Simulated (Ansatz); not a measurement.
# CH₅NSi (SMILES C=N[SiH3]): single points off equilibrium

An exercise on one series of results from a longer session: the logs are not shown, and one member is left open.

Computed with Ansatz 0.2.0, Gaussian basis. Level: single points in def2-TZVPP.

Cores are frozen in the correlated methods.

**Starting geometry**

SMILES `C=N[SiH3]`, 8 atoms, charge 0, spin multiplicity 1.

Atoms are counted from 1 here; the program's logs count them from 0.

Bond lengths: C1–N2 1.278 Å, C1–H4 0.988 Å, C1–H5 1.104 Å, N2–Si3 1.638 Å, Si3–H6 1.528 Å, Si3–H7 1.521 Å, Si3–H8 1.426 Å. Angles: N2–C1–H4 117.0°, N2–C1–H5 124.5°, H4–C1–H5 118.4°, C1–N2–Si3 138.2°, N2–Si3–H6 108.5°, N2–Si3–H7 114.8°, N2–Si3–H8 105.0°, H6–Si3–H7 106.9°, H6–Si3–H8 113.2°, H7–Si3–H8 108.5°.

As a file:

```xyz
8
CH5NSi
C    -1.0152    0.5761   -1.0533
N    -0.5296   -0.3602   -0.3309
Si    0.6739   -0.5609    0.7614
H    -1.8028    0.3529   -1.6070
H    -0.6539    1.6192   -1.0505
H     0.3432    0.2635    2.0045
H     2.0485   -0.1147    0.2871
H     0.7150   -1.9638    1.0128
```

The first run:

run/in.yaml

```yaml
crystal:
  periodic: [false, false, false]
  atoms:
    - {symbol: C, position_ang: [-1.015200, 0.576100, -1.053300]}
    - {symbol: N, position_ang: [-0.529600, -0.360200, -0.330900]}
    - {symbol: Si, position_ang: [0.673900, -0.560900, 0.761400]}
    - {symbol: H, position_ang: [-1.802800, 0.352900, -1.607000]}
    - {symbol: H, position_ang: [-0.653900, 1.619200, -1.050500]}
    - {symbol: H, position_ang: [0.343200, 0.263500, 2.004500]}
    - {symbol: H, position_ang: [2.048500, -0.114700, 0.287100]}
    - {symbol: H, position_ang: [0.715000, -1.963800, 1.012800]}
basis:
  gaussian: {orbitals: def2-TZVPP}
correlation: {method: ccsd_t}
output: {forces: true}
```

No record of the launch command was kept for these runs.

Among the steps run: CCSD(T)/def2-TZVPP; PBE0-D4/def2-TZVPP; wB97M-V/def2-TZVPP; r2SCAN-D4/def2-TZVPP; PBE-D4/def2-TZVPP; BHLYP-D4/def2-TZVPP; SPW92/def2-TZVPP.

One table of the session follows, with a row left open; its other results are not shown here.

| method | RMS force component (eV/Å) | angle to CCSD(T) forces (°) | dipole (D) |
| --- | --- | --- | --- |
| CCSD(T) | 1.758 | reference | 1.70 |
| PBE0-D4 | 1.853 | 8.1 | 1.74 |
| wB97M-V | 1.850 | 6.9 | 1.81 |
| r2SCAN-D4 | 1.782 | 6.3 | 1.70 |
| PBE-D4 | 1.776 | 5.6 | 1.60 |
| BHLYP-D4 | ? | ? | ? |
| SPW92 | 1.821 | 10.6 | 1.59 |

**Question.** Estimate the row for BHLYP-D4.

As computed: RMS force component (eV/Å): 1.897; angle to CCSD(T) forces (°): 12.2; dipole (D): 1.87. In the column «RMS force component (eV/Å)» it is the highest.
